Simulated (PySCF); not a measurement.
Geometries of 4 isomers of C5H7N, from PySCF 2.14.0, PBE0-D3(BJ)/def2-SVP geometry optimisation, gas phase. One conformer each, no zero-point energy, no frequencies.

Task: Which isomer lies lowest at this level?
A.
```xyz
13
angstrom
C      1.856    0.033   -0.112
C      0.454    0.069    0.428
C     -0.509   -1.040    0.169
C     -0.706    0.292   -0.522
C     -1.793    1.148   -0.136
N     -2.665    1.840    0.187
H      2.521   -0.522    0.566
H      1.891   -0.464   -1.094
H      2.264    1.048   -0.232
H      0.341    0.567    1.397
H     -1.223   -1.311    0.950
H     -0.186   -1.869   -0.467
H     -0.464    0.338   -1.589
```
B.
```xyz
13
angstrom
C      2.587   -0.269    0.436
N      1.632   -1.029    0.080
C      0.349   -0.527    0.102
C     -0.835   -1.088   -0.216
C     -1.619    0.158    0.105
C     -0.256    0.817    0.475
H      2.444    0.779    0.763
H      3.616   -0.654    0.424
H     -1.117   -2.081   -0.574
H     -2.142    0.626   -0.745
H     -2.332    0.072    0.942
H      0.035    1.669   -0.161
H     -0.155    1.113    1.532
```
C.
```xyz
13
angstrom
C     -3.138    0.325   -0.286
C     -1.979   -0.199    0.007
C     -0.806   -0.721    0.300
C      0.463   -0.086   -0.050
N      1.574   -0.620    0.253
C      2.780    0.055   -0.120
H     -3.644    1.007    0.406
H     -3.643    0.096   -1.231
H     -0.741   -1.677    0.832
H      0.396    0.881   -0.592
H      3.393   -0.607   -0.754
H      3.383    0.256    0.781
H      2.622    1.011   -0.659
```
D.
```xyz
13
angstrom
C      1.736    0.897   -0.332
N      1.701   -0.095    0.708
C      0.600   -0.692    0.948
C     -0.655   -0.467    0.263
C     -1.359    0.161   -0.643
C     -2.104   -0.854    0.167
H      1.035    1.727   -0.128
H      2.749    1.313   -0.424
H      1.443    0.474   -1.311
H      0.592   -1.448    1.746
H     -1.427    0.903   -1.434
H     -2.810   -0.519    0.943
H     -2.383   -1.816   -0.290
```

Result: A. That is `C[C@@H]1C[C@H]1C#N`, 22.9 kcal/mol below the next.

| SMILES | atoms numbered as above | E (Eh) | relative (kcal/mol) | relative (kJ/mol) | dipole (D) |
| --- | --- | --- | --- | --- | --- |
| C[C@@H]1C[C@H]1C#N | [CH3:1][C@@H:2]1[CH2:3][C@H:4]1[C:5]#[N:6] | -248.98347 | 0.0 | 0.0 | 4.38 |
| C=NC1=CCC1 | [CH2:1]=[N:2][C:3]1=[CH:4][CH2:5][CH2:6]1 | -248.94705 | 22.9 | 95.6 | 1.61 |
| C=C=C/C=N/C | [CH2:1]=[C:2]=[CH:3]/[CH:4]=[N:5]/[CH3:6] | -248.93637 | 29.6 | 123.7 | 1.54 |
| C/N=C\C1=CC1 | [CH3:1]/[N:2]=[CH:3]\[C:4]1=[CH:5][CH2:6]1 | -248.90503 | 49.2 | 205.9 | 1.94 |

As drawn, the lowest has a C≡N group, which the highest lacks; the highest has a C=N bond and a C=C bond outside aromatic rings, which the lowest lacks.
